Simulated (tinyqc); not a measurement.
Worked calculation: Pariser-Parr-Pople SCF with singles CI, for the molecule C=CC=C[CH2+] (SMILES; centres numbered as the heavy atoms are written). One step of it, computed by the program tinyqc.

Problem. PPP integrals. Ohno: gamma = 14.399645/sqrt(R^2 + a^2), a = 2 x 14.399645/(gamma_rr + gamma_ss); H_rr = -W_r - sum_(s != r) z_s gamma_rs; H_rs = beta for bonds.

Centres (angstrom, eV; a flat drawing with bonds scaled to 1.40 angstrom):
```
centre          x          y  core charge z          W   gamma_rr
1C      -2.425000  -0.280000              1  11.160000  11.130000
2C      -1.212000   0.420000              1  11.160000  11.130000
3C       0.000000  -0.280000              1  11.160000  11.130000
4C       1.212000   0.420000              1  11.160000  11.130000
5C       2.425000  -0.280000              1  11.160000  11.130000
```

Resonance integrals (eV):
```
i  j       beta
1  2  -2.390000
2  3  -2.390000
3  4  -2.390000
4  5  -2.390000
```

Give: repulsion gamma_rs; core matrix H.

Solution.

repulsion gamma_rs (eV):
```
        1C      2C      3C      4C      5C
1C  11.130   7.552   5.239   3.670   2.869
2C   7.552  11.130   7.555   5.241   3.670
3C   5.239   7.555  11.130   7.555   5.239
4C   3.670   5.241   7.555  11.130   7.552
5C   2.869   3.670   5.239   7.552  11.130
```

core matrix H (eV):
```
         1C       2C       3C       4C       5C
1C  -30.491   -2.390    0.000    0.000    0.000
2C   -2.390  -35.178   -2.390    0.000    0.000
3C    0.000   -2.390  -36.748   -2.390    0.000
4C    0.000    0.000   -2.390  -35.178   -2.390
5C    0.000    0.000    0.000   -2.390  -30.491
```
